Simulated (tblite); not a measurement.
CH4AlF.
SMILES with atom numbers: `[CH3:1][AlH:2][F:3]` (hydrogens: H4, H5, H6 on C1; H7 on Al2)

Computed with GFN2-xTB (tblite), gas phase: L-BFGS steps from a force-field or distance-geometry start until the largest atomic force falls under 0.01 eV/Å.

The end geometry, which sets the zero of energy:
```
atom  x, y, z in Å
C1     -0.9241   -0.0512    0.0910
Al2     1.0432    0.1021   -0.1050
F3      2.0375   -1.1838   -0.3920
H4     -1.3910    0.9188    0.2759
H5     -1.3968   -0.4731   -0.8028
H6     -1.2064   -0.7086    0.9207
H7      1.8410    1.4008   -0.0148
```

Task: These geometries come from the run, each turned onto the end geometry. Order them by energy, lowest first.
A.
```
atom  x, y, z in Å
C1     -0.8895   -0.0505    0.0874
Al2     1.0636    0.0957   -0.1090
F3      1.9909   -1.2392   -0.3942
H4     -1.3556    0.9189    0.2718
H5     -1.3752   -0.4656   -0.7997
H6     -1.1856   -0.7003    0.9153
H7      1.7548    1.4460    0.0012
```
B.
```
atom  x, y, z in Å
C1     -0.9114   -0.0436    0.0929
Al2     1.0985    0.0544   -0.1218
F3      1.9818   -1.2577   -0.3949
H4     -1.3600    0.9268    0.2717
H5     -1.3698   -0.4644   -0.8059
H6     -1.1797   -0.7031    0.9211
H7      1.7440    1.4927    0.0099
```
C.
```
atom  x, y, z in Å
C1     -0.9109   -0.0554    0.0885
Al2     1.0396    0.1005   -0.1037
F3      2.0019   -1.2111   -0.3921
H4     -1.3505    0.9225    0.2723
H5     -1.3782   -0.4713   -0.8050
H6     -1.1870   -0.7060    0.9188
H7      1.7884    1.4259   -0.0058
```
D.
```
atom  x, y, z in Å
C1     -0.9251   -0.0467    0.0948
Al2     1.0587    0.0936   -0.1154
F3      2.0262   -1.3362   -0.4096
H4     -1.3632    0.9502    0.2737
H5     -1.3660   -0.4688   -0.8231
H6     -1.1734   -0.7154    0.9370
H7      1.7461    1.5282    0.0155
```
E.
```
atom  x, y, z in Å
C1     -0.9027   -0.0472    0.0908
Al2     1.0767    0.0810   -0.1154
F3      1.9956   -1.2726   -0.3985
H4     -1.3601    0.9292    0.2723
H5     -1.3711   -0.4654   -0.8068
H6     -1.1809   -0.7042    0.9221
H7      1.7458    1.4843    0.0084
```

Result: C (0.009 eV), A (0.021 eV), E (0.043 eV), B (0.104 eV), D (0.182 eV).

In the order of the answer:

| step | E above end (eV) | largest force (eV/Å) | rms force component (eV/Å) | rms distance from end (Å) | rms bond change (Å) | bond most changed (Å) |
| --- | --- | --- | --- | --- | --- | --- |
| 7 | 0.009 | 0.17 | 0.075 | 0.034 | 0.008 | C1–Al2 -0.017 |
| 6 | 0.021 | 0.23 | 0.086 | 0.052 | 0.007 | C1–Al2 -0.015 |
| 4 | 0.043 | 0.45 | 0.147 | 0.066 | 0.015 | Al2–H7 +0.033 |
| 2 | 0.104 | 2.20 | 0.595 | 0.071 | 0.034 | Al2–H7 +0.055 |
| 1 | 0.182 | 1.84 | 0.524 | 0.088 | 0.051 | Al2–F3 +0.101 |

The cost below is that of the whole relaxation. On Arm Neoverse V1, one thread, shared host with 64 logical CPUs at a one-minute load of 12, this took under 0.1 s of wall time.
